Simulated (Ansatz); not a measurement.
Below is the output of a Python script on Ansatz's Python interface that makes a ladder of methods at one geometry of C3H4O, SMILES CC=C=O. Write a script that gives it. Level of theory (for the species named): MP2, cc-pVDZ basis, multiplicity 1. The script varies method: mp2, ccsd, ccsd_t.

```console
$ python methods_c3h4o.py
[INFO] Hartree-Fock reference -190.757568 Ha
[INFO] mp2      total -191.346628 Ha  correlation  -16.0291 eV  (92.1 % of the last)
[INFO] ccsd     total -191.373634 Ha  correlation  -16.7640 eV  (96.3 % of the last)
[INFO] ccsd_t   total -191.397264 Ha  correlation  -17.4070 eV  (100.0 % of the last)
```

One script that gives this output:

`methods_c3h4o.py`:
```python
import logging
import sys

import ansatz as az
from rdkit import Chem
from rdkit.Chem import AllChem

logging.basicConfig(stream=sys.stdout, format="[%(levelname)s] %(message)s")
log = logging.getLogger("run")
log.setLevel(logging.INFO)

rd = Chem.AddHs(Chem.MolFromSmiles("CC=C=O"))
AllChem.EmbedMolecule(rd, randomSeed=672)
AllChem.UFFOptimizeMolecule(rd)
molecule = az.Crystal.molecule()
for atom, xyz in zip(rd.GetAtoms(), rd.GetConformer().GetPositions()):
    molecule = molecule.atom(atom.GetSymbol(), xyz.round(5).tolist())

job = molecule.calculation().basis(gaussian="cc-pVDZ")

methods = ["mp2", "ccsd", "ccsd_t"]
reports = [job.correlation(m).run().report for m in methods]
log.info(f"Hartree-Fock reference {reports[0]['reference_energy_ev'] / 27.211386246:.6f} Ha")
best = reports[-1]["free_energy_ev"] - reports[-1]["reference_energy_ev"]
for method, each in zip(methods, reports):
    gained = each["free_energy_ev"] - each["reference_energy_ev"]
    log.info(f"{method:8s} total {each['free_energy_ev'] / 27.211386246:.6f} Ha  correlation {gained:9.4f} eV  ({100 * gained / best:.1f} % of the last)")
```

Notes:
- The settings weren't tested for convergence.
- The geometry is a force-field or estimated start, not a minimum of this method, and the basis set is short of its limit. A lower total doesn't mark the better method: functionals have no common bound, and MP2 and coupled cluster aren't variational.
- Inner cores stay frozen, so this is valence correlation.
- The whole script took 7.6 s on 1 thread of Arm Neoverse V1, on a shared host, peak memory 0.34 GiB.

(Lines on the test bed's own set-up are left out of the output.)
